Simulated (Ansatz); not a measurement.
in.yaml

```yaml
crystal:
  periodic: [false, false, false]
  atoms:
    - {symbol: Si, position_ang: [-1.095022, -0.008048, 0.002339]}
    - {symbol: P, position_ang: [1.149978, 0.008452, -0.002457]}
    - {symbol: H, position_ang: [-1.619119, 1.385319, 0.005761]}
    - {symbol: H, position_ang: [-1.601124, -0.712390, 1.212266]}
    - {symbol: H, position_ang: [-1.606323, -0.708402, -1.207717]}
basis:
  gaussian: {orbitals: STO-3G}
total_charge: 1
magnetization: {spin_polarized: false, initial_magnetization: 3}
hamiltonian: {xc: hf}
output: {forces: true, orbitals: {seedname: orbitals}}
```

```sh
$ ansatz run in.yaml --threads 1 --pin off --events-out ev --progress --plain --max-ram 2393MiB
```

Log:

```
225 factors; integrals over basis functions are off by at most 3.4e-5 eV
mean field evaluation 1: about -16979.6410 eV, gradient 7.8e0 eV
mean field evaluation 2: about -16979.6532 eV, gradient 7.7e0 eV
mean field evaluation 4: about -16980.3119 eV, gradient 8.8e-1 eV
mean field evaluation 8: about -16980.3374 eV, gradient 4.1e-3 eV
mean field -16980.33736248 eV, -624.0158883849 hartree, gradient 1.4e-5 eV, S^2 3.750000; 0 other end points of the search recorded, 0 dependent functions left out
the calculation of the forces begins
reference -16980.33736248 eV, -624.0158883849 hartree; 17, 14 occupied and 4, 7 virtual orbitals, 225 factors
Total energy: -16980.33736248 eV, -624.0158883849 hartree
Atom 0 at    -1.095022    -0.008048     0.002339 Å, force    -4.646462    -0.034142     0.009926 eV/Å
Atom 1 at     1.149978     0.008452    -0.002457 Å, force     0.736986     0.005417    -0.001574 eV/Å
Atom 2 at    -1.619119     1.385319     0.005761 Å, force     1.312474    -1.258292    -0.004893 eV/Å
Atom 3 at    -1.601124    -0.712390     1.212266 Å, force     1.296142     0.645318    -1.099759 eV/Å
Atom 4 at    -1.606323    -0.708402    -1.207717 Å, force     1.300860     0.641699     1.096300 eV/Å
Dipole moment:     0.425480     0.003127    -0.000909 e Å
```

Forces (eV/Å):
```
Si  -4.646 -0.034  0.010
P    0.737  0.005 -0.002
H    1.312 -1.258 -0.005
H    1.296  0.645 -1.100
H    1.301  0.642  1.096
```

Ran on 1 thread of Arm Neoverse V1, shared host: 0.15 s wall, 0.22 GiB peak host memory.
